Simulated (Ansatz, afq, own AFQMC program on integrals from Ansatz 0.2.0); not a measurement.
# WSiH₂, septet in def2-SVP, levels against CCSDT(Q)

```yaml
atoms:
  - { symbol: W, position_ang: [0.0000, 0.0000, 0.3619] }
  - { symbol: Si, position_ang: [0.0000, 0.0000, -2.1531] }
  - { symbol: H, position_ang: [0.0000, -1.2230, -3.0031] }
  - { symbol: H, position_ang: [0.0000, 1.2230, -3.0031] }
```

Connectivity, by distances: W–SiH2.

Basis def2-SVP with its core potentials. Noble-gas cores (and the filled d shells of Ga–Kr and In–Xe) are frozen. AFQMC by an in-house program on the Cholesky factors that Ansatz 0.2.0 writes for its CCSD(T) run. The CISD trial takes its coefficients from CCSD amplitudes. Released means that phaseless walkers are propagated on without the constraint, phases kept. Error bars are statistical, one sigma. No spin–orbit coupling. The metal's outer-core s and p shells are frozen, which shifts wave-function levels against functionals.

Determinant: UHF, the one that the program's search chose, which needn't be the lowest solution. The geometry is a point of a scan.

No full CI on the walks' own integrals is used here; CCSDT(Q) serves as the reference and is uncertain by about the last step of the cluster series.

Cautions: no spin-orbit coupling; outer-core shells of the metal frozen; lower spins were not checked; higher spins were not checked.

The T1 diagnostic is 0.0225. The weight of the determinant in the CISD state is 0.877 and the ⟨S²⟩ of the determinant is 12.027. The size of the correlated space is 12 electrons in 51 orbitals.

```csv
level,correlation energy (eV)
MP2,-4.3219
CCSD,-5.1618
CCSD(T),-5.3180
```

Problem. Estimate where AFQMC with the constraint released lies against CCSD(T) on the same integrals.

Solution. 35.9 ± 5.2 meV below CCSD(T).

Reference: CCSDT(Q), correlation energy -5.361 eV. The released energy is read at 4.20 1/Eh (meV from the phaseless value at times in 1/Eh: -10.8 ± 2.2 at 0.60, -16.6 ± 2.2 at 1.20, -20 ± 3 at 2.00, -20 ± 3 at 3.00, -17 ± 5 at 4.20).

| level | E − E(reference) (meV) | share of correlation (%) |
| --- | --- | --- |
| CCSD(T) | 43.4 | 99.19 |
| CCSDT | 9.3 | 99.83 |
| ph-AFQMC/HF | 66.2 ± 28.4 | 98.77 |
| ph-AFQMC/CISD | 24.7 ± 2.7 | 99.54 |
| released AFQMC | 7.5 ± 5.2 | 99.86 |

A walk keeps the symmetry of its determinant, which the program's search chose and which needn't be the lowest solution, so a lower state of the same spin and another symmetry isn't excluded. Released energies are given only where the last usable release times agree within the noise; a slower fall can still hide under it.
